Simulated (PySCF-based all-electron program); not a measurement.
## Distorting CH4S, singlet

All-electron Kohn–Sham DFT on the free molecule, computed near the basis limit with an in-house program on PySCF integrals; the spin-free Dirac equation, no spin–orbit coupling, spin-restricted. Forces are good to about 0.004 eV/Å. In part, the step from PBE was taken on X2C orbitals. Atoms are numbered as listed.

Shape A:

```xyz
6

C    -0.1258   -0.4296   -0.0103
S    -0.3357    1.2285   -0.4400
H     0.8329    1.5287    0.0057
H    -0.9128   -1.0431   -0.2096
H    -0.1425   -0.3636    1.0504
H     0.6839   -0.9209   -0.3962
```

PBE forces:

```tsv
atom	Fx	Fy	Fz (eV/Å)
C1	-0.209	0.757	1.961
S2	-1.762	1.542	-1.875
H3	1.639	0.836	0.597
H4	-2.846	-1.422	-1.039
H5	0.596	-0.719	1.316
H6	2.583	-0.993	-0.959
```

What forces does r2SCAN give in shape A?

The forces move by 0.262 eV/Å (r.m.s. over the atoms) from PBE.

```json
{"atom": "C1", "Fx": "-0.270", "Fy": "0.606", "Fz (eV/Å)": "2.084"}
{"atom": "S2", "Fx": "-1.488", "Fy": "1.436", "Fz (eV/Å)": "-1.779"}
{"atom": "H3", "Fx": "1.397", "Fy": "0.791", "Fz (eV/Å)": "0.506"}
{"atom": "H4", "Fx": "-2.667", "Fy": "-1.235", "Fz (eV/Å)": "-1.009"}
{"atom": "H5", "Fx": "0.632", "Fy": "-0.765", "Fz (eV/Å)": "1.059"}
{"atom": "H6", "Fx": "2.397", "Fy": "-0.833", "Fz (eV/Å)": "-0.860"}
```

Shape B:

```xyz
6

C    -0.1670   -0.4829    0.0296
S    -0.2921    0.9933   -0.4374
H     0.8897    1.4308    0.0700
H    -1.0547   -1.0568   -0.2702
H    -0.0820   -0.4831    1.1531
H     0.7502   -0.9224   -0.3804
```

PBE forces:

```csv
atom,Fx,Fy,Fz (eV/Å)
C1,1.180,-7.699,3.701
S2,-0.871,9.398,-3.136
H3,-0.145,0.239,-0.137
H4,0.181,-0.198,0.084
H5,-0.191,-0.893,-0.590
H6,-0.153,-0.847,0.078
```

What forces does r2SCAN give in shape B?

The forces move by 0.242 eV/Å (r.m.s. over the atoms) from PBE.

```tsv
atom	Fx	Fy	Fz (eV/Å)
C1	1.209	-7.815	3.767
S2	-0.637	9.392	-3.017
H3	-0.377	0.161	-0.238
H4	0.393	-0.065	0.153
H5	-0.214	-0.912	-0.838
H6	-0.373	-0.761	0.173
```
